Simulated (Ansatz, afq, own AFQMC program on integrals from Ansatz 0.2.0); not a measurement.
Two steps: Ansatz 0.2.0 writes the Fock matrix and Cholesky factors of the valence space, and afq projects on them the lowest state that overlaps trial and start.

```yaml
crystal:
  periodic: [false, false, false]
  atoms:
    - {symbol: Cu, position_ang: [0.000000, 0.000000, 0.000000]}
basis:
  gaussian: {orbitals: def2-TZVPP}
magnetization: {spin_polarized: false, initial_magnetization: 1}
correlation: {method: ccsd_t, electrons: outside_noble_gas, hamiltonian_folder: ham}
```

```sh
$ ansatz run in.yaml --threads 1 --pin off --events-out ev --progress --plain --max-ram 24576MiB --backend cuda --devices 0, --max-vram 18GiB
```

Options of the walk:

```
--method free --trial cisd --walkers 2800 --time-step 0.03 --max-blocks 4000 --target-error 0.0004 --factor-cut 1e-05 --seed 3938 --times 0,0.21,0.42,0.81,1.2,1.8,2.4,3 --taylor-order 8
```

Times are imaginary, in 1/Eh. The walk had a cap of 121 s.

Log:

```
orbitals 55  electrons 6 5  factors 428 of 453
reference energy -1638.92266780 Eh
CCSD correlation -0.41940342 Eh in 12 cycles, weight of the determinant in the CISD state 0.9276
repeat  energy at the last time / Eh  error
    10  -1639.356723  0.000644
    20  -1639.356875  0.000416
    30  -1639.357097  0.000375
time / (1/Eh)  energy / Eh  error  mean overlap
  0.00  -1639.342210  0.000101  1.0784
  0.21  -1639.352752  0.000133  1.0755
  0.42  -1639.354908  0.000097  1.0738
  0.81  -1639.356045  0.000138  1.0765
  1.20  -1639.356795  0.000180  1.0775
  1.80  -1639.357319  0.000212  1.0734
  2.40  -1639.357291  0.000317  1.0655
  3.00  -1639.357000  0.000375  1.0620
energy -1639.357000 +/- 0.000375 Eh
```

The run passed its tests (error under three times the target), which doesn't prove that it has relaxed.

Against this walk (error 10.2 meV) on the same determinant: CCSD(T) 56.4 meV lower, CCSDT(Q) 0.1 meV higher (within the noise). The error is statistical, and a free projection of finite length keeps a remainder of its start.

Cautions: remainder of the start not in the error; no relativity below Rb; outer-core shells of the metal frozen.

The walk took 92 s on 1 × NVIDIA H100 80GB HBM3 with 2 threads of AMD EPYC 7R13 Processor (Zen 3), on a shared host (the card was shared). The log's last line is the free-projection energy.

CCSDT and higher add their correlation energy to the determinant of the CCSD(T) run, since their own runs factorise the integrals more tightly (a shift of under 2 meV). A walk keeps the symmetry of its determinant, which the program's search chose and which needn't be the lowest solution, so a lower state of the same spin and another symmetry isn't excluded.
